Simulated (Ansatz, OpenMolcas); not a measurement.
From Ansatz to OpenMolcas

Ansatz 0.2.0 runs this on BH3 (borane):

input.yaml:
```yaml
crystal:
  periodic: [false, false, false]
  atoms:
    - symbol: B
      position_ang: [0.013900, -0.015100, -0.005100]
    - symbol: H
      position_ang: [0.982200, 0.381700, 0.568800]
    - symbol: H
      position_ang: [-0.276200, -1.171800, 0.043000]
    - symbol: H
      position_ang: [-0.664400, 0.744900, -0.626900]
basis:
  gaussian:
    orbitals: 3-21G.json
hamiltonian:
  xc: {name: B3LYP}
accuracy: high
```

```bash
$ ansatz run input.yaml --threads 1 --pin off --max-ram 2610MiB --events-out events.jsonl --progress --plain --runs-dir runs
```

(Basis files named in the input come from the Basis Set Exchange and aren't shown.)

Geometry: relaxed at PBE0-D4/def2-TZVP.

It gives a total energy of -26.462263 Eh.

Question: Translate the job to OpenMolcas 26.06 as an input file of the program's own.

Answer: For example:

test.inp:
```
* BH3 Kohn-Sham DFT
&gateway
baslib
$CurrDir
coord
4
bohr
B      0.02626719    -0.02853486    -0.00963760
H      1.85608900     0.72130846     1.07487622
H     -0.52194236    -2.21438107     0.08125822
H     -1.25553404     1.40765699    -1.18466931
basis
3-21G
group
NoSym
&seward
gridinput
Grid=UltraFine
End of Grid
&scf
ksdft
B3LYP
thresholds
1e-10 1e-07 1e-07 1e-05
prorbitals
1 1
```

```bash
$ export MOLCAS_MEM=1860
$ pymolcas test.inp > test.log
```

(Basis files named in the input come from the Basis Set Exchange and aren't shown.)

Its energy is -26.462263 Eh, 0.000 mEh from the first.
